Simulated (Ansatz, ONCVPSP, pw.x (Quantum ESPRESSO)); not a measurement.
What a changed setting does to a pw.x run (fcc Rb)

Potential: optimised norm-conserving Vanderbilt (ONCV), ONCVPSP 4.0.1.1 (patched build), PBEsol; core [Ar] 3d10, reference 4s2 4p6 5s0.5 5p0.5; waves: 4s+5s: rc 2.05 bohr, ncon 4, nbas 9, qcut 7 1/bohr, 2 projectors; 4p+5p: rc 3.10 bohr, ncon 5, nbas 8, qcut 4.3 1/bohr, 2 projectors; d scattering state at 0.1 Ha: rc 3.05 bohr, ncon 3, nbas 7, qcut 3.5 1/bohr, 2 projectors, debl 2.9 Ha; local part: polynomial inside 1.30 bohr (lpopt 5, dvloc0 3 Ha); core correction: none.

The reference run (k-mesh 8³, cutoffs 40/160 Ry, Fermi–Dirac 0.01 Ry, mixing_beta 0.4, conv_thr 1e-9, no spin) gives -0.01 GPa at 87.199 Å³/atom, where all-electron LAPW gives -0.00 GPa. This run, with its own iteration cap, changes electron_maxstep to 4, a wrong or extreme entry chosen on purpose.

```
&control
  calculation='scf', prefix='x', pseudo_dir='./', outdir='./tmp', tstress=.true., disk_io='none'
/
&system
  ibrav=0, nat=1, ntyp=1, ecutwfc=40, ecutrho=160, nbnd=12,
  occupations='smearing', smearing='fd', degauss=0.01
/
&electrons
  conv_thr=1e-09, mixing_beta=0.4, electron_maxstep=4
/
ATOMIC_SPECIES
Rb 1.0 Rb.UPF
CELL_PARAMETERS angstrom
  0.00000000 3.51960427 3.51960427
  3.51960427 0.00000000 3.51960427
  3.51960427 3.51960427 0.00000000
ATOMIC_POSITIONS crystal
Rb 0.0000 0.0000 0.0000
K_POINTS automatic
8 8 8 0 0 0
```

```bash
pw.x < Rb.scf.in > Rb.scf.out
```

**Question.** How does the run end?

**Answer.** It does not reach self-consistency within its iteration cap.

```
Message from routine setup:
     using ibrav=0 with symmetry is DISCOURAGED, use correct ibrav instead
     lattice parameter (alat)  =       9.4061  a.u.
     unit-cell volume          =     588.4480 (a.u.)^3
     number of electrons       =         9.00
     number of Kohn-Sham states=           12
     kinetic-energy cutoff     =      40.0000  Ry
     charge density cutoff     =     160.0000  Ry
     scf convergence threshold =      1.0E-09
     Exchange-correlation= PBESOL
     number of k points=    29  Fermi-Dirac smearing, width (Ry)=  0.0100
     iteration #  1     ecut=    40.00 Ry     beta= 0.40
     total energy              =     -48.44420946 Ry
     estimated scf accuracy    <       0.00936633 Ry
     iteration #  2     ecut=    40.00 Ry     beta= 0.40
     total energy              =     -48.44417442 Ry
     estimated scf accuracy    <       0.00133303 Ry
     iteration #  3     ecut=    40.00 Ry     beta= 0.40
     total energy              =     -48.44438474 Ry
     estimated scf accuracy    <       0.00008364 Ry
     iteration #  4     ecut=    40.00 Ry     beta= 0.40
     total energy              =     -48.44438822 Ry
     estimated scf accuracy    <       0.00000089 Ry
     convergence NOT achieved after   4 iterations: stopping
     Message from routine punch:
     Nothing written, as per user request (disk_io='none')
```

The run took about 14 s on one core of a shared host (Neoverse-N1, 64 threads, 124 GiB, load 58).
